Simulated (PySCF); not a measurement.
# Electronic absorption of C4H6O

Compound: C4H6O.
Numbering: `[CH:1]1=[CH:2][CH2:3][O:4][CH2:5]1` (hydrogens: H6 on C1; H7 on C2; H8, H9 on C3; H10, H11 on C5)

Structure used (PBE0-D3(BJ)/def2-SVP), in Å, numbered top down from 1:
```xyz
11
C4H6O angstrom
C     -0.7428    0.8090   -0.1939
C      0.5551    0.9649    0.0616
C      1.1854   -0.3785    0.2617
O      0.1371   -1.3073    0.1022
C     -1.0768   -0.6506   -0.1839
H     -1.4707    1.5995   -0.3843
H      1.1000    1.9086    0.1220
H      1.6425   -0.4799    1.2669
H      1.9920   -0.5742   -0.4741
H     -1.8406   -0.8994    0.5805
H     -1.4812   -0.9920   -1.1587
```

The calculation used PySCF 2.14.0, density-fitted response routines, TDDFT PBE0/def2-SVPD, vertical, gas phase, core orbitals frozen in the response.

```tsv
state	λ (nm)	E (eV)	f	|μ| (D)	symmetry	main configurations (H = HOMO, L = LUMO)
S1	208.3	5.95	0.084	1.93	B1 or B2	H→L (91%), H-1→L (8%)
S2	193.8	6.40	0.0050	0.45	B1 or B2	H→L+1 (98%)
S3	172.7	7.18	0.0000	0.00	–	H→L+2 (99%)
S4	168.3	7.37	0.036	1.14	B1 or B2	H→L+3 (87%), H-1→L+1 (11%)
S5	163.4	7.59	0.0083	0.54	B1 or B2	H→L+4 (93%)
S6	158.8	7.81	0.186	2.50	B1 or B2	H-1→L (88%)
S7	157.5	7.87	0.010	0.59	B1 or B2	H-1→L+1 (86%), H→L+3 (9%)
S8	154.8	8.01	0.012	0.62	A1	H→L+6 (99%)
S9	154.6	8.02	0.0001	0.06	–	H-2→L (73%), H→L+5 (25%)
S10	153.3	8.09	0.0000	0.03	–	H→L+5 (71%), H-2→L (26%)
```

Triplets, Tamm–Dancoff:

```json
{"state": "T1", "E (eV)": "4.20", "λ (nm)": "294.9", "main configurations (H = HOMO, L = LUMO)": "H→L (71%), H-1→L (27%)"}
{"state": "T2", "E (eV)": "6.25", "λ (nm)": "198.4", "main configurations (H = HOMO, L = LUMO)": "H→L+1 (97%)"}
{"state": "T3", "E (eV)": "6.28", "λ (nm)": "197.5", "main configurations (H = HOMO, L = LUMO)": "H-1→L (71%), H→L (28%)"}
{"state": "T4", "E (eV)": "7.04", "λ (nm)": "176.0", "main configurations (H = HOMO, L = LUMO)": "H→L+2 (97%)"}
```

The lowest singlet lies at 5.95 eV (208 nm, ultraviolet) and is of moderate strength; its leading configuration is HOMO→LUMO (91%). The most intense listed level is S6 at 7.81 eV (159 nm, f = 0.186), 1.85 eV above S1. Löwdin shares by element: HOMO carbon 39% or more, oxygen 25% (atoms not listed hold the other 36%); LUMO carbon 74% or more, hydrogen 6% or more (atoms not listed hold the other 20%). Weighted by f, the mean energy of these states is 7.29 eV. The oscillator strengths of these states sum to 0.342; summed over the whole spectrum of an exact calculation they would give the number of electrons, 38 (Thomas–Reiche–Kuhn). The listed states span 2.13 eV, and the widest gap between neighbours is 0.78 eV (S2 to S3). The vertical ionisation energy (ΔSCF) is 8.94 eV, 0.86 eV above S10. Symmetry labels in C2v follow from the direction of the transition dipole and are given only for states with f of 0.002 or more; B1 and B2 swap with the choice of axes. The window holds the lowest 10 singlets.
